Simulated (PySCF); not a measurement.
Ozone, SMILES O=[O+][O-] (O3), PBE0/def2-SVP optimised geometry.

```
3

O      0.91    -0.54     0.00
O     -0.32    -0.54     0.00
O     -0.91     0.54     0.00
```

Density from PySCF 2.14.0 with PBE0/def2-TZVP at that geometry.

Minimum of the electron density along straight lines between bonded atoms, close to the bond critical point (lines longer than 1.1 times the sum of covalent radii, or with two minima, are not listed):

| bond | length / Å | ρ at the minimum / e bohr⁻³ | ∇²ρ there / e bohr⁻⁵ | position (fraction from the first atom) |
|---|---|---|---|---|
| O1–O2 | 1.234 | 0.503 | -0.62 | 0.48 |
| O2–O3 | 1.234 | 0.503 | -0.62 | 0.52 |
